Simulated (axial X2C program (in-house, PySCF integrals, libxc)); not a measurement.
## MgSi: cheaper levels and CCSD(T), two-component

All values were computed with an axial X2C code built on PySCF integrals. Two-component (2c) means X2C with spin–orbit coupling and atomic mean-field two-electron Coulomb and Gaunt terms. Basis: Si dyall-v3z [8s7p2d1f], Mg dyall-cv3z [9s8p6d3f] (cores contracted in-house); Gaussian nuclei, density fitting, unrestricted open shells. Masses: Si 27.977 u, Mg 23.985 u.

State: Ω = 1 (⟨Sz⟩ = 1.00, ⟨Lz⟩ = 0.00 at HF); fragments Si + Mg.

```tsv
level	Re (Å)	ωe (cm⁻¹)	De (eV)
PBE0	2.545	312.7	1.15
HF	2.594	302.7	0.716
CCSD	2.570	301.8	0.783
r2SCAN	2.533	326.5	1.33
```

Correlated methods: 6 electrons correlated (number of frozen shells: Si 2 s, 1 p; Mg 2 s, 1 p), 214 virtual spin orbitals or spinors in MP2, 84 natural virtuals in coupled cluster.

CCSD(T), same Hamiltonian and basis:

Re = 2.566 Å, ωe = 305.9 cm⁻¹, De = 0.90 eV; T1 = 0.071 (Lee–Taylor normalisation).

Question: Give the differences from CCSD(T) in the columns below.

Answer: 

```
 level  ΔRe (Å)  Δωe (cm⁻¹)  ΔDe (eV)
  PBE0   -0.021           7      0.25
    HF    0.028          -3     -0.18
  CCSD    0.004          -4     -0.12
r2SCAN   -0.033          21      0.43
```

One determinant describes the state; a PBE0 search over occupations chose it and may have missed a lower one. De is counted from the lowest determinant-based energies of the atoms at the same level, without counterpoise correction. Density functionals use the spin component along the axis (collinear). CCSD and (T) use frozen natural virtuals with an MP2 correction for the truncation; (T) itself is uncorrected, so its De runs slightly low. In 2c an atomic determinant is not the ground J level, so De misses part of the atomic spin–orbit lowering. This holds for PBE0, CCSD, r2SCAN, CCSD(T). Other states lie close and PBE0, whose exact exchange favours high spin, may order them wrongly; the determinant shown need not be the ground state. The nearest other 2c determinant of the search, Ω = 0, lies 0.81 eV up at the distance of the search. Without a current term, density functionals place determinants with orbital angular momentum somewhat too high. With several unpaired electrons one determinant need not be a pure state. Open-shell Ω = 0 determinants with evenly filled partner blocks cannot be reached by this program, so the Ω shown need not be the lowest component. This is the Ω = 1 component of a π² triplet; the 0⁺ component is not one determinant and can lie lowest. The determinant is spin-polarised beyond a pure state at some levels (its spin-free form has ⟨S²⟩ too high), which makes Re and μ there less reliable. The T1 diagnostic is large, a sign of multireference character.
